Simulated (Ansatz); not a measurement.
# Na (model structure, started from the beta-Sn type, I4₁/amd, No. 141, 2 atoms in the cell)

These are PBEsol in Ansatz (plane waves, PAW) values and carry that method's errors.

Settings: plane-wave cutoff 500 eV, 22×22×22 k mesh, Fermi–Dirac smearing 0.1 eV, scalar-relativistic PAW data made under PBE.

Cell (relaxed at this level):

```cif
data_Na2
_chemical_formula_sum 'Na2'
_space_group_name_H-M_alt 'P 1'
_space_group_IT_number 1
_cell_length_a 4.94730
_cell_length_b 4.94730
_cell_length_c 4.94730
_cell_angle_alpha 97.339
_cell_angle_beta 97.339
_cell_angle_gamma 138.118
loop_
_space_group_symop_operation_xyz
  'x, y, z'
loop_
_atom_site_label
_atom_site_type_symbol
_atom_site_fract_x
_atom_site_fract_y
_atom_site_fract_z
_atom_site_occupancy
Na1 Na 0.75000 0.25000 0.50000 1
Na2 Na 0.00000 0.00000 0.00000 1
```

For Na (model structure, started from the beta-Sn type, I4₁/amd, No. 141, 2 atoms in the cell), the band gap comes out as zero (no gap).

Note: the relaxation could raise the start's symmetry but not lower it, so the cell can be a saddle point.

Cost on a shared machine: about 6 core-minutes (a rough figure).

A model structure was made by putting elements into a prototype or built by hand; it is no filed structure, need not be a known phase, and can be a saddle point held by its symmetry.

Ansatz is a quantum-chemistry and plane-wave program.
